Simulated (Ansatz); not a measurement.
Ansatz input

```yaml
crystal:
  lattice:
    - [3.3280716028, 0.0, 0.0]
    - [-1.6640358014, 2.8821945536, 0.0]
    - [0.0, 0.0, 5.2121496078]
  atoms:
    - { symbol: Sc, position: [0.3333333333, 0.6666666667, 0.25] }
    - { symbol: Sc, position: [0.6666666667, 0.3333333333, 0.75] }
hamiltonian:
  xc: r2scan
  pseudopotentials:
    kind: paw
    azcp:
      Sc: "pseudopotentials/Sc.paw.azcp"
basis:
  ecutwfc: 500
  fft_grid_basis: typed
kpoints:
  mp_grid: { grid: [18, 18, 10], shift: [0, 0, 0] }
magnetization:
  spin_polarized: false
scf:
  occupations: { method: fermi_dirac, width: 0.1 }
```

Terminal output

```
Engine: ansatz 0.2.0, x86_64-unknown-linux-gnu
Pseudopotentials: kind: paw
Pseudopotential: Sc, paw, valence charge 11, recommended cutoff 500 eV (meta_gga) 
Functional definition: r2SCAN
  parameter k0 = 0.174
  parameter k1 = 0.065
  parameter a1 = 4.9479
  exchange = r2scan_x(k0 = k0, k1 = k1, a1 = a1)
  correlation = r2scan_c
Crystal: 2 atoms, lattice volume = 49.996 Å³
Basis set: ecut = 500 eV, 1243 PW (Γ), exchange–correlation on 100×100×160 points (64 copies of the dense FFT grid, shifted against one another)
Bands: 15, of which v1, the nominal top of the filled ones, is band 11 counted from 1 (10 counted from 0)
Symmetry: 24 space group operations
Space group: P63/mmc (ITA 194), of the structure as read, at distance tolerance 3.7e-5 Å
k-points: 222 of 3240
Non-local potential: Sc, projectors of the file, l = 0: 3, l = 1: 2, l = 2: 3, l = 3: 1
PAW form: soft (Blöchl's): semilocal exchange-correlation on the pseudo side does not see the compensation charge
PAW frozen core: Sc, regenerated for the run's functional (the file was generated under x = pbe(κ = 0.804, μ = 0.2195149727645171), c = pbe(β = 0.06672455060314922))
PAW one-centre angular grid: Sc, 590 points (default); XC on 160 Gauss nodes
Initial density: superposition of atomic densities (neutral atoms: chi_scale 0, normalization atom), corrected by the library's trained network
Initial wavefunctions: pseudopotential atomic-orbital guess
Functional: x = r2scan, c = r2scan; τ floored in thin density (d = 2e-4 eV/Å³)
SCF iter   1: F=—  HF=-4281.179372 eV  |F-HF|=—  |Δ(HF+E_count)|=         —  Δρ=1.09e-2  dr2=6.03e-2  dr2_τ=4.94e-3  ethr=1.77e-3  ⟨swp⟩=3.1  Hψ=14310  notcnv=0
SCF iter   2: F=—  HF=-4281.207707 eV  |F-HF|=—  |Δ(HF+E_count)|=   2.83e-2  Δρ=4.84e-3  dr2=1.37e-2  dr2_τ=3.90e-4  ethr=2.74e-4  ⟨swp⟩=3.0  Hψ=7993  notcnv=0
SCF iter   3: F=—  HF=-4281.205058 eV  |F-HF|=—  |Δ(HF+E_count)|=   2.65e-3  Δρ=7.24e-4  dr2=1.43e-4  dr2_τ=4.57e-5  ethr=6.24e-5  ⟨swp⟩=2.8  Hψ=6362  notcnv=0
SCF iter   4: F=—  HF=-4281.205233 eV  |F-HF|=—  |Δ(HF+E_count)|=   1.74e-4  Δρ=1.76e-4  dr2=8.21e-6  dr2_τ=7.60e-7  ethr=6.50e-7  ⟨swp⟩=2.3  Hψ=5800  notcnv=0
SCF iter   5: F=—  HF=-4281.205244 eV  |F-HF|=—  |Δ(HF+E_count)|=   1.12e-5  Δρ=2.54e-5  dr2=1.35e-7  dr2_τ=1.96e-8  ethr=3.73e-8  ⟨swp⟩=3.0  Hψ=5631  notcnv=0
SCF iter   6: F=-4281.205244 eV  HF=-4281.205244 eV  |F-HF|=3.66e-9  |Δ(HF+E_count)|=   2.29e-7  Δρ=3.24e-6  dr2=5.01e-9  dr2_τ=3.53e-10  ethr=4.55e-10  ⟨swp⟩=2.0  Hψ=6720  notcnv=0
SCF 1 converged in 6 iterations: F = -4281.205244 eV  dr2 = 5.01e-9
SCF converged after 6 iterations
Free energy (F): -4281.205244 eV
Harris-Foulkes:  -4281.205244 eV  (|F-HF|=3.66e-9)
Internal energy: -4281.084993 eV  (E = F + TS)
E sigma→0 (E₀):  -4281.145119 eV
Entropy (-TS):   -0.120251 eV (-60.126 meV/atom)
Fermi energy:    9.122674 eV
--- Per-component energies (eV) ---
  E_band       = -363.783869
  E_kinetic    = 519.739260
  E_local      = -1690.809005  (includes V_loc(G=0)·N_el)
  E_nonlocal   = 163.576015
  E_hartree    = 574.865596
  E_xc         = -199.582744
  E_vxc        = -282.074156  (∫ρ·V_xc dr)
  E_paw        = -1927.787286  (= ΣΔE_a)
  E_vpaw       = -242.558264  (= ΣTr[D̂ρ^β])
  E_aug_tail   = 0.000010  (compensation charges beyond the density's cutoff)
  E_vtau       = 18.607713  (kinetic-family band-sum trace: ∫τ·v_τ [+ j·A + Jᵃ·Aᵃ] dr)
  E_ewald      = -1720.609855
  E_core_change = -0.476984  (= ΣΔE_core)
  E_smearing   = -0.120251  (= −TS)
  E_closure    = 0.000000  (closes the sum)
  Σ components = -4281.205244   (vs F -4281.205244, Δ=0.00e0)
```
